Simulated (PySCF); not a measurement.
**Ways to converge the SCF of LiAl⁺**

The same problem is solved with other solver options, one edit a run.

Method: method and basis as typed in the scripts; program: PySCF 2.14.0.

2 further runs of the same task are left out: 2 that didn't finish.

### Step 1. The system as given

LiAl⁺: 2 atoms, charge 1, spin multiplicity 2.

No contacts short enough for the rule that draws bonds.

### Step 2. The base run

The input, input.py:

```python
from pyscf import gto, scf

mol = gto.M(
    atom='Li 0 0 0; Al 0 0 2.58',
    basis='jorge-dzp',
    charge=1,
    spin=1,
    verbose=3,
)
mf = scf.UHF(mol)
mf.kernel()
mf.dip_moment()
print('orbital energies (hartree):', [e[max(0, n-3):n+3].round(4) for e, n in zip(mf.mo_energy, mol.nelec)])
```

Launch:

```console
$ OMP_NUM_THREADS=1 python input.py
```

Its log is not repeated here.

Base result: E(SCF) = -249.144214 Eh, ⟨S²⟩ = 0.771.

The bond length is a typed value, not an optimised one. The dipole of an ion depends on the origin.

### Step 3. Smearing width 0.001 hartree

Edit 1 changes smearing width: none → 0.001 hartree.

The input, input.py:

```python
from pyscf import gto, scf

mol = gto.M(
    atom='Li 0 0 0; Al 0 0 2.58',
    basis='jorge-dzp',
    charge=1,
    spin=1,
    verbose=3,
)
mf = scf.UHF(mol)
mf = scf.addons.smearing_(mf, sigma=0.001, method='fermi')
mf.kernel()
mf.dip_moment()
print('orbital energies (hartree):', [e[max(0, n-3):n+3].round(4) for e, n in zip(mf.mo_energy, mol.nelec)])
```

Launch:

```console
$ OMP_NUM_THREADS=1 python input.py
```

### Step 4. DIIS space 12

Edit 2 changes DIIS space: default → 12.

Edit input.py of step 2 so:

```diff
@@ -10,2 +10,3 @@
 mf = scf.UHF(mol)
+mf.diis_space = 12
 mf.kernel()
```

**Question.** What will these runs give? Wanted: for each run, E(SCF); from base; gap, α spin.

As calculated:

```csv
run,E(SCF) (hartree),from base (eV),"gap, α spin (eV)"
base,-249.144214,0,7.63
smearing width 0.001 hartree,-249.067180,not comparable,n/a
DIIS space 12,-249.144214,0.0000,7.63
```

**Reading.** The SCF energy stays the same, to the digits that matter, with DIIS space 12.
